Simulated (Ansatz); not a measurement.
Results of r²SCAN (PAW; Ansatz, a first-principles code) for 2H WSe₂.

Numerical settings: plane-wave cutoff 560 eV, 12×12×4 k mesh (along the axes of the cell as run), Fermi–Dirac smearing 0.01 eV, no spin polarisation, scalar-relativistic PAW data made under PBE.

Properties against volume:

Shape and atoms are relaxed at each volume.

| V (Å³/atom) | P (GPa) | direct gap at Γ (eV) | smallest gap on the k mesh (eV) | c (Å) |
|---|---|---|---|---|
| 20.890 | 1.09 | 2.786 | 1.205 | 13.262 |
| 21.326 | 0.46 | 2.818 | 1.276 | 13.484 |
| 21.761 | 0.00 | 2.852 | 1.347 | 13.717 |
| 22.196 | -0.29 | 2.892 | 1.417 | 13.964 |
| 22.631 | -0.47 | 2.932 | 1.485 | 14.219 |

The fundamental gap (1.33 eV at the equilibrium volume, with added k points) lies elsewhere than Γ–Γ.

Measured, for comparison: band gap 1.2 eV (room temperature, no zero-point or thermal correction, bulk 2H; as tabulated in Bastos et al. (2019), arXiv:1903.08112).

Note: for a layered or molecular solid the relaxed cell lies over 5 % above the published volume, where the minimum can be shallow; the cell comes from a level without a dispersion term, which matters for the spacing of layers, chains or molecules; the bulk modulus comes from volumes at which shape and atoms were relaxed.

Spin–orbit coupling is not included.
